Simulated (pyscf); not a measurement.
PySCF, gas phase, ωB97X-D3(BJ)/def2-SVP geometries.

### Question
For `[NH2][Zr]([NH2])([Cl])[Cl]` + `[H]` [doublet] → `[NH][Zr]([NH2])([Cl])[Cl]` [doublet] + `[H][H]`, a hydrogen abstraction (doublet surface; H–N broken, H–H formed), PBE/def2-TZVP gives ΔE‡ = 11.1 kcal/mol and ΔE = +7.8 kcal/mol (zero: the separated reactants). In which direction and how far do r²SCAN/def2-TZVP, M06-2X/def2-TZVP, ωB97M-D3(BJ)/def2-TZVP move these?

### Answer
r²SCAN: ΔE‡ = 10.2 kcal/mol, ΔE = +4.8 kcal/mol; M06-2X: ΔE‡ = 18.5 kcal/mol, ΔE = +9.6 kcal/mol; ωB97M-D3(BJ): ΔE‡ = 16.9 kcal/mol, ΔE = +9.0 kcal/mol. PBE's barrier lies among them. Its reaction energy lies among theirs. One saddle was located; it need not be the lowest between these sides. The angle at the transferred H is 174°. Open-shell species with a d-block atom are single-reference here; other states, and whether the spin sits on metal or ligand, were not checked. Elements past Kr carry the def2 core potentials, without spin-orbit coupling.
